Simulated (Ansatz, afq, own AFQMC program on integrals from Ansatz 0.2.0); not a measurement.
# HfB, sextet in def2-TZVPP, levels against CCSDT(Q)

```xyz
2

Hf    0.0000    0.0000    0.0000
B     0.0000    0.0000    2.1360
```

Basis def2-TZVPP with its core potentials. Noble-gas cores (and the filled d shells of Ga–Kr and In–Xe) are frozen. AFQMC by an in-house program on the Cholesky factors that Ansatz 0.2.0 writes for its CCSD(T) run. ph-AFQMC/CISD is guided by a CISD state made of CCSD amplitudes; releasing the constraint for a short imaginary time cuts its bias at the price of noise, slowly where states lie close. Free AFQMC starts from the CCSD state and is never constrained. Its projection time is finite, and what remains of the start isn't in its error. Uncertainties: one standard error, sampling alone. No spin–orbit coupling. The metal's outer-core s and p shells are frozen, which shifts wave-function levels against functionals.

Determinant: UHF, the one that the program's search chose, which needn't be the lowest solution. The geometry is a PBE0/def2-TZVP stationary point of this or a neighbouring charge and spin state.

No full CI on the walks' own integrals is used here; CCSDT(Q) serves as the reference and is uncertain by about the last step of the cluster series.

Cautions: no spin-orbit coupling; outer-core shells of the metal frozen; another spin lies lower; raised T1 diagnostic (T1 0.048, weight of the determinant 0.87, largest double 0.05); (T) is large, 7 % of the CCSD correlation; the released energies are still falling, so no released level is given (meV from the phaseless value at times in 1/Eh: -16.4 ± 2.3 at 0.24, -27 ± 3 at 0.50, -40 ± 7 at 1.00, -65 ± 8 at 1.50).

```
T1 diagnostic                               : 0.0484
weight of the determinant in the CISD state : 0.869
⟨S²⟩ of the determinant                     : 8.757
size of the correlated space                : 7 electrons in 82 orbitals
```

Reference: CCSDT(Q), correlation energy -3.948 eV.

| level | E − E(reference) (kcal/mol) | share of correlation (%) |
| --- | --- | --- |
| HF | 91.05 | 0.00 |
| MP2 | 18.55 | 79.62 |
| CCSD | 7.18 | 92.12 |
| CCSD(T) | 1.30 | 98.58 |
| CCSDT | 0.47 | 99.49 |
| ph-AFQMC/HF | 7.70 ± 0.47 | 91.54 |
| ph-AFQMC/CISD | 2.13 ± 0.06 | 97.66 |
| free AFQMC | 0.14 ± 0.15 | 99.85 |

Free projections are given only where their last times agree within the noise and don't stop above the reference; a slow remainder of the start can still hide under it. A walk keeps the symmetry of its determinant, which the program's search chose and which needn't be the lowest solution, so a lower state of the same spin and another symmetry isn't excluded.
